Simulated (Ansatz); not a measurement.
# H₃O (doublet): from Hartree-Fock to the top rungs at distance H1–H2 along a hydrogen transfer = 1.251 Å, cc-pVDZ

Aim: climb from Hartree-Fock through coupled cluster and multireference methods for H₃O (doublet) at one geometry and basis, and see what each rung misses.

Computed with Ansatz 0.2.0, Gaussian basis. Level: cc-pVDZ, core rule «outside noble gas», up to 1 orbitals frozen.

Plan: UHF; CCSD(T) on ROHF; CCSD(T) on UHF; BCCD(T) on ROHF; CISD; CCSDT(Q) on ROHF; CCSDT(Q) on UHF; CCSDTQ on ROHF; CCSDTQ on UHF; CASSCF and MRCISD+Q, 3 electrons in 3 orbitals; CASSCF and NEVPT2, 3 electrons in 3 orbitals; CASSCF and MRCISD+Q, 9 electrons in 7 orbitals; CASSCF and NEVPT4(SD), 9 electrons in 7 orbitals; CASSCF and NEVPT2, 9 electrons in 7 orbitals.

## Step 1: The system

The geometry derives from fragments relaxed apart (PBE0/def2-TZVP) and kept rigid, so it is no stationary point. A hydrogen atom is moved between rigid fragments.

4 atoms, charge 0, spin multiplicity 2.

Atoms are counted from 1 here; the program's logs count them from 0.

Bond lengths: H2–O3 0.990 Å, O3–H4 0.973 Å. Angles: H2–O3–H4 105.0°.

As a file:

```
H    -2.0832    0.0498    0.0000
H    -0.8322    0.0498    0.0000
O     0.1578    0.0498    0.0000
H     0.4097   -0.8901    0.0000
```

## Step 2: UHF

The input, in.yaml:

```yaml
crystal:
  periodic: [false, false, false]
  atoms:
    - {symbol: H, position_ang: [-2.083151, 0.049803, 0.000000]}
    - {symbol: H, position_ang: [-0.832151, 0.049803, 0.000000]}
    - {symbol: O, position_ang: [0.157849, 0.049803, 0.000000]}
    - {symbol: H, position_ang: [0.409708, -0.890147, 0.000000]}
basis:
  gaussian: {orbitals: cc-pVDZ}
magnetization: {spin_polarized: true, initial_magnetization: 1}
hamiltonian: {xc: hf}
output: {orbitals: {seedname: orbitals}}
```

Command:

```sh
ansatz run in.yaml --threads 1 --pin off --events-out ev --progress --plain --max-ram 2816MiB --backend cpu
```

The runs that follow: CCSD(T) on ROHF; CCSD(T) on UHF; BCCD(T) on ROHF; CISD; CCSDT(Q) on ROHF; CCSDT(Q) on UHF; CCSDTQ on ROHF; CCSDTQ on UHF; CASSCF and MRCISD+Q, 3 electrons in 3 orbitals; CASSCF and NEVPT2, 3 electrons in 3 orbitals; CASSCF and MRCISD+Q, 9 electrons in 7 orbitals; CASSCF and NEVPT4(SD), 9 electrons in 7 orbitals; CASSCF and NEVPT2, 9 electrons in 7 orbitals.

Before running them: what should the planned runs give, taken together? Wanted: UCCSDTQ below the RHF energy; RMP2 from UCCSDTQ; UMP2 from UCCSDTQ; RCCSD from UCCSDTQ; RCCSD(T) from UCCSDTQ; UCCSD(T) from UCCSDTQ; RCCSDT(Q) from UCCSDTQ; UCCSDT(Q) from UCCSDTQ; NEVPT2 pair from UCCSDTQ.

**Answer**, as computed:

```
                         quantity                                                                                         value
     UCCSDTQ below the RHF energy                                                                                    -6.0777 eV
                RMP2 from UCCSDTQ                                                                                    +404.4 meV
                UMP2 from UCCSDTQ                                                                                    +400.7 meV
               RCCSD from UCCSDTQ                                                                                    +115.5 meV
            RCCSD(T) from UCCSDTQ                                                                                     +19.8 meV
            UCCSD(T) from UCCSDTQ                                                                                     +19.4 meV
           RCCSDT(Q) from UCCSDTQ                                                                                      -0.9 meV
           UCCSDT(Q) from UCCSDTQ                                                                                      -1.0 meV
         NEVPT2 pair from UCCSDTQ                                                                                    +378.8 meV
      NEVPT2 valence from UCCSDTQ                                                                                    +660.3 meV
  NEVPT4(SD) valence from UCCSDTQ                                                                                     +61.6 meV
levels within 1 kcal/mol (43 meV)  RCCSD(T), UCCSD(T), BCCD(T), RCCSDT, UCCSDT, RCCSDT(Q), UCCSDT(Q), RCCSDTQ, MRCISD+Q valence
                    T1 diagnostic                                                                                         0.017
   effectively unpaired electrons                                                                                          1.01
```

**Reading.** RCCSD(T) lands +19.8 meV from the yardstick (0.3 % of the correlation energy). One determinant dominates. Of the multireference levels listed MRCISD+Q valence comes nearest in total energy (+19.2 meV), which doesn't show that its space is the better one. These misses are within one basis, not against nature; the frozen cores of restricted and unrestricted runs differ, which can shift their rows.
